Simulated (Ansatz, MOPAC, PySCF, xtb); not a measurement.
Pair of molecules: CH5N (SMILES CN) (first 7 atoms) with CH5N (SMILES CN); geometry from S66by8 set.
(charge 0, multiplicity 1):
```tsv
atom	x (Å)	y (Å)	z (Å)
N	-1.5612	0.2363	-0.6432
H	-0.7326	-0.3486	-0.6935
H	-2.2230	-0.1534	-1.3014
C	-2.1212	0.1567	0.7042
H	-3.0153	0.7746	0.7654
H	-2.3853	-0.8505	1.0417
H	-1.4028	0.5640	1.4133
N	1.7322	-0.7297	-0.4672
H	2.0285	-0.4552	-1.3952
H	2.3558	-1.4774	-0.1920
C	1.8925	0.4055	0.4465
H	1.6223	0.0908	1.4521
H	2.8999	0.8272	0.4834
H	1.1999	1.1912	0.1538
```

Counterpoise-corrected where a basis set is named; no monomer relaxation. Rows marked so take none.

Correlated levels freeze the cores. Rows in 6-31G*, STO-3G carry no dispersion term and start afresh at each structure (6-31G* with six Cartesian d functions). The state that PM7 reach isn't checked; PM7 holds dispersion and hydrogen-bond terms.

Programs: Ansatz (Gaussian orbitals); MOPAC for PM7 (differences of heats of formation); PySCF for 6-31G* rows, STO-3G rows; xtb for the GFN methods. Each number belongs to the level named beside it.

The comparison value is -162.6 meV (computed benchmark interaction energy, Řezáč et al., J. Chem. Theory Comput. 7, 2427 (2011), S66x8). It is a level with limits of its own, not the exact answer.

**Question.** Order these levels by how close they come to the comparison value for the interaction energy, closest first: r2SCAN/def2-TZVPPD, GFN2-xTB, PM7, HF/STO-3G (no counterpoise), HF/6-31G* (no counterpoise). Give each level's value less the comparison value.

**Answer.** r2SCAN/def2-TZVPPD (23.9 meV), HF/6-31G* (no counterpoise) (37.2 meV), GFN2-xTB (54.2 meV), PM7 (-60.8 meV), HF/STO-3G (no counterpoise) (82.2 meV)

Ansatz is a program for electronic structure.
